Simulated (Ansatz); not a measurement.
## HAlB, quartet: the ladder up to full CI

Geometry: a point of a stretch scan, not a stationary point.

| atom | x (Å) | y (Å) | z (Å) |
| --- | --- | --- | --- |
| B | 0.0000 | 0.0000 | 2.9657 |
| Al | 0.0000 | 0.0000 | -0.6943 |
| H | 0.0000 | 0.0000 | -2.2713 |

Basis 6-31G; Ansatz 0.2.0. Correlated methods freeze the noble-gas cores, which leaves 7 electrons in 18 orbitals. R marks a restricted (for open shells ROHF) determinant, U an unrestricted one. Active spaces: pair = (5e, 5o) about the gap; valence = (7e, 9o) chosen from the atoms' valence shells.

Full CI is exact within this basis and frozen core; it isn't the basis-set limit. The frozen core follows each run's orbitals, which can shift R against U totals by a few meV.

For open shells CISD and CISDTQ are restricted-active-space CI with the open shells as a complete middle space.

```
UHF ⟨S²⟩                          : 3.765
T1 diagnostic (RCCSD)             : 0.0252
largest doubles amplitude (RCCSD) : 0.112
T1 diagnostic (UCCSD)             : 0.0233
```

| level | E − E(full CI) (kcal/mol) | share of correlation (%) | wall time |
| --- | --- | --- | --- |
| RHF | 47.41 | 0.00 | – |
| UHF | 46.75 | 1.39 | – |
| RMP2 | 21.14 | 55.42 | – |
| UMP2 | 21.03 | 55.65 | – |
| CISD | 4.18 | 91.19 | 1.6 s |
| RCCSD | 2.29 | 95.16 | – |
| UCCSD | 2.26 | 95.23 | – |
| RCCSD(T) | 1.70 | 96.41 | 4 s |
| UCCSD(T) | 1.69 | 96.43 | 4.3 s |
| BCCD(T) | 1.69 | 96.44 | 3.7 s |
| RCCSDT* | 0.29 | 99.39 | – |
| UCCSDT* | 0.28 | 99.41 | – |
| CISDTQ | 0.42 | 99.12 | 11 s |
| RCCSDT(Q)* | 0.05 | 99.90 | 8 s |
| UCCSDT(Q)* | 0.03 | 99.93 | 8.5 s |
| RCCSDTQ* | 0.00 | 99.99 | 64 s |
| UCCSDTQ* | -0.01 | 100.01 | 67 s |
| CASSCF (valence space) | 11.86 | 74.99 | – |
| NEVPT2 (valence space) | 4.54 | 90.42 | 4.8 s |
| NEVPT4(SD) (valence space) | 0.91 | 98.09 | 7 s |
| MRCISD (valence space) | 0.30 | 99.37 | – |
| MRCISD+Q (valence space) | 0.10 | 99.80 | 7 s |

An asterisk marks runs whose energy the program itself flagged as in doubt.

The correlation energy at full CI, counted from RHF, is -2.056 eV. That run took 18 s on 1 thread of Arm Neoverse N1, shared host over 331,072 determinants.

Run but not shown, since their state or frozen core can't be matched to the reference's or they repeat it: CASSCF (pair space), NEVPT2 (pair space).

Times hold each run's SCF and search for its determinant on a shared host, so for small cases they say little of a method's own cost; they ran on 1 thread of Arm Neoverse N1.

The full-CI state has the irrep A2 of C2v, in the program's axes (one component, if the state is degenerate).

Natural occupations of full CI about the gap: 1.952 1.884 0.994 0.688 0.687 0.341 0.341 0.057 0.028 0.007; effectively unpaired electrons, Σ n²(2−n)², 3.34. No single determinant describes this state well, so single-reference rows can miss without a flag.
